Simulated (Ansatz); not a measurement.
Ansatz (a quantum-chemistry and plane-wave program) input (CCSD(T)/6-31G):

Ansatz 0.2 input:
```yaml
crystal:
  periodic: [false, false, false]
  atoms:
    - {symbol: O, position_ang: [-0.12772971, -0.12310551, 1.32424015]}
    - {symbol: C, position_ang: [-0.00559836, -0.01303083, 0.05921981]}
    - {symbol: C, position_ang: [0.07681222, 1.30130937, -0.59224654]}
    - {symbol: C, position_ang: [0.05130217, -1.27018044, -0.69032725]}
    - {symbol: H, position_ang: [-0.25717763, 2.12014548, 0.04404421]}
    - {symbol: H, position_ang: [0.28337974, -2.11713039, -0.04931489]}
    - {symbol: H, position_ang: [-0.47151742, 1.29428595, -1.53586417]}
    - {symbol: H, position_ang: [1.13164237, 1.46417555, -0.85506132]}
    - {symbol: H, position_ang: [0.74230290, -1.18907807, -1.53062019]}
    - {symbol: H, position_ang: [-0.94637008, -1.42304853, -1.12830401]}
    - {symbol: H, position_ang: [-0.19551848, 0.72690564, 1.80132319]}
basis:
  gaussian:
    orbitals: 6-31G
total_charge: 1
magnetization: {spin_polarized: false}
correlation: {method: ccsd_t, electrons: outside_noble_gas}
```

Output:

```
Functional definition: HF
integrals: 0.02 GiB planned
680 factors; integrals over basis functions are off by at most 2.1e-4 eV
mean field: 0.12 GiB planned
mean field evaluation 1: about -5226.2789 eV, gradient 4.0e1 eV
mean field evaluation 2: about -5226.2800 eV, gradient 4.0e1 eV
mean field evaluation 4: about -5229.9317 eV, gradient 4.0e0 eV
mean field evaluation 8: about -5229.9805 eV, gradient 4.2e-4 eV
mean field evaluation 16: about -5229.9322 eV, gradient 4.0e0 eV
mean field -5229.98053894 eV, -192.1982397977 hartree, gradient 2.3e-6 eV, S^2 0.000000; 0 other end points of the search recorded, 0 dependent functions left out
4 core orbitals not correlated
reference -5229.98053894 eV, -192.1982397977 hartree; 12, 12 occupied and 34, 34 virtual orbitals, 680 factors
second order -10.39040156 eV of doubles, -0.00000000 eV of singles
coupled cluster: 0.11 GiB planned
cycle   1  -10.88535667 eV  change   -4.9e-1 eV  update   9.7e-2
cycle   2  -11.28450345 eV  change   -4.0e-1 eV  update   3.1e-2
cycle   3  -11.41529126 eV  change   -1.3e-1 eV  update   1.8e-2
cycle   4  -11.41523657 eV  change    5.5e-5 eV  update   4.8e-3
cycle   5  -11.41320976 eV  change    2.0e-3 eV  update   1.8e-3
cycle   6  -11.41267939 eV  change    5.3e-4 eV  update   6.1e-4
cycle   7  -11.41244186 eV  change    2.4e-4 eV  update   2.0e-4
cycle   8  -11.41252222 eV  change   -8.0e-5 eV  update   6.2e-5
cycle   9  -11.41255889 eV  change   -3.7e-5 eV  update   1.7e-5
cycle  10  -11.41255942 eV  change   -5.3e-7 eV  update   6.3e-6
perturbative correction -0.28982816 eV, -0.0106509885 hartree
Total energy: -5241.68292652 eV, -192.6282946092 hartree
```

It need not be the lowest isomer of its formula.
